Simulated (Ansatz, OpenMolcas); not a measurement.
## A ladder of methods for SiS (SMILES [Si-]#[S+])

SiS: 2 atoms, total charge 0, spin state singlet. SMILES: `[Si-]#[S+]`. Geometry: the measured bond length.

```csv
atom,x (Å),y (Å),z (Å)
Si,0.0000,0.0000,0.0000
S,0.0000,0.0000,1.9293
```

Each level gives the energy change with the Si1–S2 bond stretched from 1.929 to 4.823 Å (eV). The values are calculated.

```json
{"level": "HF/STO-3G (restricted)", "kind": "Hartree–Fock", "program": "Ansatz", "value (eV)": "8.83", "less FCI/STO-3G": "+2.32", "CPU time (all runs)": "0.4 s"}
{"level": "revPBE/STO-3G (restricted)", "kind": "GGA", "program": "Ansatz", "value (eV)": "9.78", "less FCI/STO-3G": "+3.27", "CPU time (all runs)": "7.5 s"}
{"level": "B2PLYP/STO-3G (restricted)", "kind": "double hybrid", "program": "OpenMolcas", "value (eV)": "1.36", "less FCI/STO-3G": "-5.15", "CPU time (all runs)": "6 s"}
{"level": "RPA@PBE/STO-3G (restricted)", "kind": "RPA", "program": "Ansatz", "value (eV)": "5.19", "less FCI/STO-3G": "-1.32", "CPU time (all runs)": "9.9 s"}
{"level": "MP2/STO-3G (unrestricted)", "kind": "perturbation theory", "program": "Ansatz", "value (eV)": "6.36", "less FCI/STO-3G": "-0.15", "CPU time (all runs)": "2.1 s"}
{"level": "CCSD(T)/STO-3G (unrestricted)", "kind": "coupled cluster or CI", "program": "Ansatz", "value (eV)": "6.49", "less FCI/STO-3G": "-0.02", "CPU time (all runs)": "2.6 s"}
{"level": "FCI/STO-3G", "kind": "exact in the basis", "program": "Ansatz", "value (eV)": "6.51", "less FCI/STO-3G": "0.00", "CPU time (all runs)": "3 s"}
```

FCI/STO-3G is exact within its basis and frozen core, so for wave-function methods in that basis the difference is their error; functionals converge differently with the basis, so for them it is only a difference. Spin-restricted single references rise too steeply as a bond breaks. The first shape isn't each level's own minimum. The values span 1.36 to 9.78 eV. Spin contamination of the reference (⟨S²⟩ at least 0.1 too high) touches MP2/STO-3G, CCSD(T)/STO-3G. All rows use very small basis sets, so even the best lies far from the true value. CPU times are rough (shared hosts, several kinds of processor): they show what a rung costs within a factor of a few.
